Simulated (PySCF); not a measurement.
Question: What does the PBE0-D3(BJ)/def2-SVP structure of `C=C1CC=CC1` look like in three dimensions?

Answer: 
```xyz
14
C6H8 angstrom
C      2.0827    0.1638   -0.4930
C      0.7828    0.0837   -0.2064
C      0.0203   -1.1945    0.0962
C     -1.3814   -0.7161    0.3414
C     -1.4898    0.6105    0.2194
C     -0.1799    1.2560   -0.1288
H      2.5631    1.1241   -0.7005
H      2.7149   -0.7278   -0.5307
H      0.4388   -1.7237    0.9719
H      0.0744   -1.9127   -0.7424
H     -2.2047   -1.3900    0.5897
H     -2.4145    1.1767    0.3538
H      0.1348    1.9951    0.6307
H     -0.2295    1.8100   -1.0841
```

Any rigid rotation of these coordinates is as good. Atoms count from 1 in this order. The 5-membered ring C2–C3–C4–C5–C6 has internal angles of 103.5° to 112.2° (sum 540°, against 540° for a flat polygon); it is planar, 0.00 Å rms from its mean plane, widest ring torsion 0°. The 6 C–C bonds span 1.334 Å (C1=C2, drawn double) to 1.519 Å (C2–C6, drawn single), a spread of 0.185 Å. The 6 heavy atoms lie in one plane (0.001 Å rms).

Bonds between heavy atoms (Å): C1=C2 1.334, C2–C3 1.519, C3–C4 1.501, C4=C5 1.337, C5–C6 1.501, C2–C6 1.519.

Computed, not measured: PySCF, PBE0-D3(BJ)/def2-SVP geometry optimisation, gas phase.

Point group: C2v (every atom within 0.08 Å of its image). PBE0-D3(BJ)/def2-SVP frequencies: not computed here.

Hardware: an Arm Neoverse V1 with one thread, shared host. Cost: 12 s, 0.55 GiB resident at most. This is the geometry optimisation.
